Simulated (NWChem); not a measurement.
System: C$_{4}$H$_{8}$; SMILES C1CCC1

Excerpt of the output:

```
             Northwest Computational Chemistry Package (NWChem) 7.3.0
             --------------------------------------------------------

                             Geometry "geometry" -> ""
                             -------------------------

 Output coordinates in angstroms (scale by  1.889725989 to convert to a.u.)

  No.       Tag          Charge          X              Y              Z
 ---- ---------------- ---------- -------------- -------------- --------------
    1 C                    6.0000     0.76546300     0.76546300     0.12729000
    2 C                    6.0000     0.76546300    -0.76546300    -0.12729000
    3 C                    6.0000    -0.76546300    -0.76546300     0.12729000
    4 C                    6.0000    -0.76546300     0.76546300    -0.12729000
    5 H                    1.0000     1.00172700     1.00172700     1.18527200
    6 H                    1.0000     1.40236200     1.40236200    -0.51954900
    7 H                    1.0000     1.00172700    -1.00172700    -1.18527200
    8 H                    1.0000     1.40236200    -1.40236200     0.51954900
    9 H                    1.0000    -1.40236200    -1.40236200    -0.51954900
   10 H                    1.0000    -1.00172700    -1.00172700     1.18527200
   11 H                    1.0000    -1.00172700     1.00172700    -1.18527200
   12 H                    1.0000    -1.40236200     1.40236200     0.51954900

 Effective nuclear repulsion energy (a.u.)     126.3210358712

                              NWChem Property Module
                              ----------------------

                                 NWChem DFT Module
                                 -----------------

 Summary of "ao basis" -> "ao basis" (spherical)
 ------------------------------------------------------------------------------
       Tag                 Description            Shells   Functions and Types
 ---------------- ------------------------------  ------  ---------------------
 C                          6-31+g*                  8       18   4s3p1d
 H                          6-31+g*                  2        2   2s

            General Information
            -------------------
          SCF calculation type: DFT
          Wavefunction type:  closed shell.
          No. of atoms     :    12
          No. of electrons :    32
           Alpha electrons :    16
            Beta electrons :    16
          Charge           :     0
          Spin multiplicity:     1
          Use of symmetry is: off; symmetry adaption is: off
          Maximum number of iterations: 150
          AO basis - number of functions:    88
                     number of shells:    48
          Convergence on energy requested:  1.00D-06
          Convergence on density requested:  1.00D-05
          Convergence on gradient requested:  5.00D-04

              XC Information
              --------------
                         PBE0 Method XC Functional
                     Hartree-Fock (Exact) Exchange  0.250
          PerdewBurkeErnzerhof Exchange Functional  0.750
            Perdew 1991 LDA Correlation Functional  1.000 local
           PerdewBurkeErnz. Correlation Functional  1.000 non-local

             Grid Information
             ----------------
          Grid used for XC integration:  medium
          Radial quadrature: Mura-Knowles
          Angular quadrature: Lebedev.
          Tag              B.-S. Rad. Rad. Pts. Rad. Cut. Ang. Pts.
          ---              ---------- --------- --------- ---------
          C                   0.70       49          11.0       434
          H                   0.35       45          11.0       434
          Grid pruning is: on
          Number of quadrature shells:   556
          Spatial weights used:  Erf1

      Superposition of Atomic Density Guess
      -------------------------------------

 Sum of atomic energies:        -154.63982685

      Non-variational initial energy
      ------------------------------

 Total energy =    -157.543249
 1-e energy   =    -455.508588
 2-e energy   =     171.644303
 HOMO         =      -0.363258
 LUMO         =       0.060521

   convergence    iter        energy       DeltaE   RMS-Dens  Diis-err
 ---------------- ----- ----------------- --------- --------- ---------
 d= 0,ls=0.0,diis     1   -156.9888361918 -2.83D+02  8.83D-03  2.39D-01
 d= 0,ls=0.0,diis     2   -157.0165704146 -2.77D-02  1.61D-03  8.17D-03
 d= 0,ls=0.0,diis     3   -157.0166058875 -3.55D-05  8.60D-04  7.95D-03
 d= 0,ls=0.0,diis     4   -157.0175962369 -9.90D-04  1.21D-04  9.15D-05
 d= 0,ls=0.0,diis     5   -157.0176092543 -1.30D-05  1.71D-05  1.11D-06
 d= 0,ls=0.0,diis     6   -157.0176094004 -1.46D-07  8.65D-07  1.48D-09

         Total DFT energy =     -157.017609400425
      One electron energy =     -459.943188627401
           Coulomb energy =      201.069937605125
    Exchange-Corr. energy =      -24.465394249379
 Nuclear repulsion energy =      126.321035871230

 Numeric. integr. density =       32.000161274313

                       DFT Final Molecular Orbital Analysis
                       ------------------------------------

 Vector   14  Occ=2.000000D+00  E=-3.201220D-01
              MO Center=  4.8D-10,  1.4D-08, -1.7D-09, r^2= 3.5D+00
   Bfn.  Coefficient  Atom+Function         Bfn.  Coefficient  Atom+Function
  ----- ------------  ---------------      ----- ------------  ---------------
     5      0.219440   1 C  pz               23     -0.219440   2 C  pz
    41      0.219440   3 C  pz               59     -0.219440   4 C  pz
    73      0.160676   5 H  s                77      0.160676   7 H  s
    83      0.160676  10 H  s                85      0.160676  11 H  s
    74      0.151582   5 H  s                78      0.151582   7 H  s

 Vector   15  Occ=2.000000D+00  E=-3.143949D-01
              MO Center= -1.2D-09,  7.0D-09,  7.7D-03, r^2= 2.6D+00
   Bfn.  Coefficient  Atom+Function         Bfn.  Coefficient  Atom+Function
  ----- ------------  ---------------      ----- ------------  ---------------
    21     -0.295074   2 C  px               57     -0.295074   4 C  px
     3      0.290857   1 C  px               39      0.290857   3 C  px
    25     -0.163349   2 C  px               61     -0.163349   4 C  px
     7      0.158992   1 C  px               43      0.158992   3 C  px
    79     -0.117435   8 H  s                87      0.117435  12 H  s

 Vector   16  Occ=2.000000D+00  E=-3.143949D-01
              MO Center=  1.1D-08,  3.1D-09, -7.7D-03, r^2= 2.6D+00
   Bfn.  Coefficient  Atom+Function         Bfn.  Coefficient  Atom+Function
  ----- ------------  ---------------      ----- ------------  ---------------
     4      0.295074   1 C  py               40      0.295074   3 C  py
    22     -0.290857   2 C  py               58     -0.290857   4 C  py
     8      0.163349   1 C  py               44      0.163349   3 C  py
    26     -0.158992   2 C  py               62     -0.158992   4 C  py
    75      0.117435   6 H  s                81     -0.117435   9 H  s

 Vector   17  Occ=0.000000D+00  E= 2.923543D-02
              MO Center= -1.9D-08, -5.3D-07,  6.5D-08, r^2= 1.2D+01
   Bfn.  Coefficient  Atom+Function         Bfn.  Coefficient  Atom+Function
  ----- ------------  ---------------      ----- ------------  ---------------
    10      0.456814   1 C  s                28      0.456813   2 C  s
    46      0.456813   3 C  s                64      0.456814   4 C  s
    13      0.447473   1 C  pz               31     -0.447473   2 C  pz
    49      0.447473   3 C  pz               67     -0.447473   4 C  pz
     6     -0.352149   1 C  s                24     -0.352149   2 C  s

 Vector   18  Occ=0.000000D+00  E= 3.452471D-02
              MO Center= -2.4D-07,  3.8D-07, -4.5D-02, r^2= 1.4D+01
   Bfn.  Coefficient  Atom+Function         Bfn.  Coefficient  Atom+Function
  ----- ------------  ---------------      ----- ------------  ---------------
    28      5.871297   2 C  s                64     -5.871299   4 C  s
    30      1.646358   2 C  py               66      1.646359   4 C  py
    10     -1.525950   1 C  s                46      1.525953   3 C  s
    12      1.295076   1 C  py               48      1.295076   3 C  py
    29     -1.162940   2 C  px               65     -1.162941   4 C  px

 Vector   19  Occ=0.000000D+00  E= 3.452471D-02
              MO Center=  2.1D-07,  5.3D-08,  4.5D-02, r^2= 1.4D+01
   Bfn.  Coefficient  Atom+Function         Bfn.  Coefficient  Atom+Function
  ----- ------------  ---------------      ----- ------------  ---------------
    10      5.871297   1 C  s                46     -5.871298   3 C  s
    11     -1.646358   1 C  px               47     -1.646359   3 C  px
    28      1.525952   2 C  s                64     -1.525951   4 C  s
    29     -1.295076   2 C  px               65     -1.295076   4 C  px
    12     -1.162940   1 C  py               48     -1.162940   3 C  py

     Multipole analysis of the density
     ---------------------------------

     L   x y z        total         alpha         beta         nuclear
     -   - - -        -----         -----         ----         -------
     0   0 0 0     -0.000000    -16.000000    -16.000000     32.000000

     1   1 0 0      0.000000      0.000000      0.000000      0.000000
     1   0 1 0      0.000000      0.000000      0.000000      0.000000
     1   0 0 1     -0.000000     -0.000000     -0.000000     -0.000000

     2   2 0 0    -20.445093    -56.544091    -56.544091     92.643090
     2   1 1 0      0.000000      0.000000      0.000000      0.000000
     2   1 0 1      0.000000      0.000000      0.000000      0.000000
     2   0 2 0    -20.445093    -56.544091    -56.544091     92.643090
     2   0 1 1      0.000000      0.000000      0.000000      0.000000
     2   0 0 2    -19.307536    -22.309744    -22.309744     25.311952

 *** CALLING NEW AORESP DRIVER FOR CLOSED AND OPEN SHELLS ***
 Entering AOResponse driver routine

--------------------------------------------------------------------------------

          -----------------------------------------------
          Solving response equations for perturbing field
          -----------------------------------------------

 number of frequencies:     1
 frequency in a.u.:  0.0000000E+00
 Perturbing field: electric
 Using El. Dipole Length Gauge

 Setting up CPKS with frequency omega =      0.00000000 a.u.

 STATIC response

                                NWChem CPHF Module
                                ------------------

  scftype          =     RHF
  nclosed          =       16
  nopen            =        0
  variables        =     1152
  # of vectors     =        3
  tolerance        = 0.10D-03
  level shift      = 0.00D+00
  max iterations   =       50
  max subspace     =       30

 SCF residual:    8.0152882799539705E-006

Iterative solution of linear equations
  No. of variables     1152
  No. of equations        3
  Maximum subspace       30
        Iterations       50
       Convergence  1.0D-04

   iter   nsub   residual    time
   ----  ------  --------  ---------
     1      3    2.31D+00      19.0
     2      6    1.00D+00      23.6
     3      9    2.07D-01      27.9
     4     12    4.32D-02      32.2
     5     15    8.69D-04      36.5
     6     18    1.18D-04      40.8
     7     21    1.24D-05      45.3

 Electric Dipole Response Matrix (nonzero elements):

              1        2        3
    1   47.1389   0.0000  -0.0000
    2    0.0000  47.1389   0.0000
    3   -0.0000   0.0000  42.1243

 ------------------------------------------
 average:        45.46737 + I       0.00000

 DFT Linear Response polarizability / au
 Frequency  =       0.0000000 / au
              X              Y              Z
 -----------------------------------------------
 X      47.1389087      0.0000000     -0.0000000
 Y       0.0000000     47.1389087      0.0000000
 Z      -0.0000000      0.0000000     42.1242967
 -----------------------------------------------
 Eigenvalues =      47.1389087     47.1389087     42.1242967
 Isotropic   =      45.4673714
 Anisotropic =       5.0146120
 -----------------------------------------------

 Magnetic Dipole Response Matrix (nonzero elements):

 Exiting AOResponse driver routine
```

Level: PBE0/6-31+G* (spherical d). Geometry: optimised at PBE-D3(BJ)/def2-SVP.

### Question
Reconstruct the input file.

### Answer
This is not unique; one that fits is the input that was run:
```
start job
memory heap 200 mb stack 900 mb global 1100 mb
geometry units angstroms noautosym nocenter noautoz
  C      0.765463     0.765463     0.127290
  C      0.765463    -0.765463    -0.127290
  C     -0.765463    -0.765463     0.127290
  C     -0.765463     0.765463    -0.127290
  H      1.001727     1.001727     1.185272
  H      1.402362     1.402362    -0.519549
  H      1.001727    -1.001727    -1.185272
  H      1.402362    -1.402362     0.519549
  H     -1.402362    -1.402362    -0.519549
  H     -1.001727    -1.001727     1.185272
  H     -1.001727     1.001727    -1.185272
  H     -1.402362     1.402362     0.519549
end
basis spherical
  * library 6-31+g*
end
dft
  xc pbe0
  iterations 150
end
property
  response 1 0.0
end
task dft property
```
